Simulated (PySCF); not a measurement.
# PH₃: stationary points from several starts

Computed with PySCF 2.14.0. Level: RKS-based PBE, P def2-TZVP, H def2-TZVP; non-relativistic Hamiltonian with scalar-relativistic core potentials where named; density fitting.

**1. Where the work starts**

4 atoms, charge 0, spin multiplicity 1.

Bond lengths: P1–H2 1.430 Å, P1–H3 1.430 Å, P1–H4 1.430 Å. Angles: H2–P1–H3 99.8°, H2–P1–H4 99.8°, H3–P1–H4 99.8°.

Coordinates in bohr (charge 0 multiplicity 1):
```
P     0.0000    0.0000    0.0000
H     2.3860    0.0000    1.2686
H    -1.1930    2.0664    1.2686
H    -1.1930   -2.0664    1.2686
```

**2. Finding the electronic state**

The steps below are one call of a driver around PySCF. For each, scf.py gives the equivalent set-up of the SCF; relaxations use the driver's own optimiser. The state is first sought with PBE. After this first run the driver tries any further starts and a stability analysis.

File scf.py:

```python
from pyscf import gto, scf, dft
mol = gto.M(atom='''
P      0.000000     0.000000     0.000000
H      1.262600     0.000000     0.671300
H     -0.631300     1.093500     0.671300
H     -0.631300    -1.093500     0.671300''',
    basis={'P': 'def2-TZVP', 'H': 'def2-TZVP'},
    charge=0, spin=0)
mf = dft.RKS(mol, xc='PBE')
mf.grids.atom_grid = (50, 194)
aux = {'P': 'def2-universal-JKFIT', 'H': 'def2-universal-JKFIT'}
mf = mf.density_fit(auxbasis=aux)
mf.conv_tol = 1e-08
mf.diis_space = 10
mf.max_cycle = 60
mf.init_guess = 'minao'
mf.verbose = 4
mf.kernel()
```

Launch:

```bash
> OMP_NUM_THREADS=2 python axn.py task.json out
```

**Question.** How long does this step take on 2 threads of Arm Neoverse V1, shared host?

About 2.1 s, with a peak of 0.27 GiB.
